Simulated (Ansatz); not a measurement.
System: black phosphorus. Method: rVV10 (PAW; Ansatz, a first-principles code).

Run with plane-wave cutoff 520 eV, 10×10×8 k mesh (along the axes of the cell as run), Fermi–Dirac smearing 0.01 eV, scalar-relativistic PAW data made under PBE.

The cell is scaled about its equilibrium volume:

Shape and atoms are relaxed at each volume.

```json
[
 {"V (Å³/atom)": "19.609", "P (GPa)": "1.24", "direct gap at Γ (eV)": "2.085", "c (Å)": "4.447", "a (Å)": "3.341"},
 {"V (Å³/atom)": "20.018", "P (GPa)": "0.57", "direct gap at Γ (eV)": "2.016", "c (Å)": "4.491", "a (Å)": "3.344"},
 {"V (Å³/atom)": "20.426", "P (GPa)": "0.00", "direct gap at Γ (eV)": "1.949", "c (Å)": "4.532", "a (Å)": "3.345"},
 {"V (Å³/atom)": "20.835", "P (GPa)": "-0.47", "direct gap at Γ (eV)": "1.894", "c (Å)": "4.569", "a (Å)": "3.348"},
 {"V (Å³/atom)": "21.243", "P (GPa)": "-0.89", "direct gap at Γ (eV)": "1.834", "c (Å)": "4.607", "a (Å)": "3.349"}
]
```

The fundamental gap (0.03 eV at the equilibrium volume, with added k points) lies elsewhere than Γ–Γ.

Note: the bulk modulus comes from volumes at which shape and atoms were relaxed.
